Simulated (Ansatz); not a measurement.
**Relaxing PbO3**

Level of theory: DFT PBE, scalar-relativistic, plane waves, PAW in Ansatz. Cutoff 420 eV, Γ-centred k mesh, Gaussian smearing, no spin polarisation in the final step.

PbO3 was placed on the TiAl3 (D0_22) structure type (I4/mmm, No. 139), with Pb in place of Ti, O in place of Al, at a guessed volume.

```
CELL_PARAMETERS angstrom
-1.81830 1.81830 4.06166
1.81830 -1.81830 4.06166
1.81830 1.81830 -4.06166
ATOMIC_POSITIONS crystal
Pb 0.00000 0.00000 0.00000
O 0.50000 0.50000 0.00000
O 0.25000 0.75000 0.50000
O 0.75000 0.25000 0.50000
```

Steps on the 6×6×6 mesh (4 atoms). 11 of 13 steps are shown, and the free energy counts from the last. Trial steps that were taken back and renewals of the plane-wave basis can be among the rows.

```
step  ΔF (meV/atom) V (Å³/atom) P (GPa)
   1          169.7        13.43   -12.72
   2           62.8        11.86    -4.43
   3           30.9        10.98     5.27
   4           16.7        11.20     3.63
   5           10.2        11.58     0.37
   6           11.8        11.65     0.70
   8            3.4        11.65     0.45
   9            1.4        11.74     0.45
  10            1.6        11.81     0.06
  11            0.1        11.81     0.25
  13            0.0        11.85     0.05
```

A final relaxation ran on a 20×20×20 mesh. The relaxed crystal, I4/mmm (No. 139):

Space group I4/mmm (No. 139). a = 3.211 Å, b = 3.211 Å, c = 9.143 Å, α = 90.00°, β = 90.00°, γ = 90.00°
```json
{"atom": "Pb", "site": "2a", "symmetry": "4/mmm", "x": "0.0000", "y": "0.0000", "z": "0.0000"}
{"atom": "O", "site": "2b", "symmetry": "4/mmm", "x": "0.5000", "y": "0.5000", "z": "0.0000"}
{"atom": "O", "site": "4d", "symmetry": "-4m2", "x": "0.5000", "y": "0.0000", "z": "0.2500"}
```

- Volume per atom: 11.79 Å³
- Density: 8.99 g/cm³
- Energy over the elements: 0.49 eV/atom
- Gap on the 20×20×20 mesh: 0 eV (a metal)

The zero of energy is the elements' standard structures at the same level (O₂ as a molecule); no fitted shifts are applied.

The final run used a 20×20×20 mesh on its 4-atom cell and 0.10 eV smearing. For metals, differences of a few meV/atom aren't resolved. Spin–orbit coupling is left out.

A structure relaxed within its symmetry needn't be a true minimum.

Cost: 3 runs of about 1.3 core-minutes in all, on AMD EPYC 9B45 (Zen 5) (shared hosts).